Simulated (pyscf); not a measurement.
Single points on ωB97X-D3(BJ)/def2-SVP structures (PySCF, gas phase).

SMILES: [NH]=[Ta]([NH2])([NH2])[NH2]
```xyz
12

N     -0.6779    -0.4337     1.5199
Ta    -0.4635    -0.6701    -0.2220
N     -0.0054    -2.5878    -0.5652
N      1.0183     0.5126    -0.8642
N     -2.1687    -0.1961    -1.1569
H     -0.8016    -0.2946     2.5142
H      0.3169    -3.2606     0.1247
H     -0.2376    -3.0792    -1.4258
H      1.4048     1.3116    -0.3694
H      1.6216     0.2863    -1.6522
H     -2.2108     0.1688    -2.1062
H     -3.0841    -0.1048    -0.7254
```
Charge 0, spin multiplicity 1.

**Question.** What is the homolytic dissociation enthalpy (298 K, ωB97M-D3(BJ)/def2-TZVP) of the H–N bond of HN=Ta(NH₂)(NH₂)–NH₂ (SMILES [NH]=[Ta]([NH2])([NH2])[NH2]), to [N=Ta(NH₂)(NH₂)–NH₂]• + H•?

**Answer.** H–N to [N=Ta(NH₂)(NH₂)–NH₂]• + H•: 5.10 eV. The 7 functionals that were run give +4.79 (PBE) to +5.10 eV (ωB97M-D3(BJ)/def2-TZVP). The radicals are drawn with the spin at the cut bond; how far it spreads was not checked. Other isomers of [N=Ta(NH₂)(NH₂)–NH₂]• were not searched in full and may lie lower. Open-shell species with a d-block atom are single-reference here; other states, and whether the spin sits on metal or ligand, were not checked. Elements past Kr carry the def2 core potentials, without spin-orbit coupling.
